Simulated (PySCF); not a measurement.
**Be: ionisation energy**

Be [He] 2s2 (1S) → Be⁺ [He] 2s1 (2S), as a difference of total energies. All numbers are calculated (PySCF 2.14, scalar relativity by spin-free X2C-1e, in aug-cc-pCVTZ-DK with one added diffuse shell each of s, p, d, f type (8s7p5d3f, 75 functions)). Correlated levels: valence: 1s2 frozen. The calculations carry no spin-orbit coupling.

| method | ionisation energy (eV) |
| --- | --- |
| UHF | 8.044 |
| MP2 (valence) | 8.827 |
| SCS-MP2 (valence) | 8.983 |
| CCSD (valence) | 9.290 |

Errors of the correlated levels include the incompleteness of this basis and the frozen core.

With two correlated electrons CCSD is exact in that space.

**Question.** Which method comes closest to the reference value, and which is furthest?

**Answer.** The reference is 9.323 eV (measured; NIST Atomic Spectra Database, ionization energies). Closest: CCSD (valence) (error -0.033 eV); furthest: UHF (error -1.279 eV).
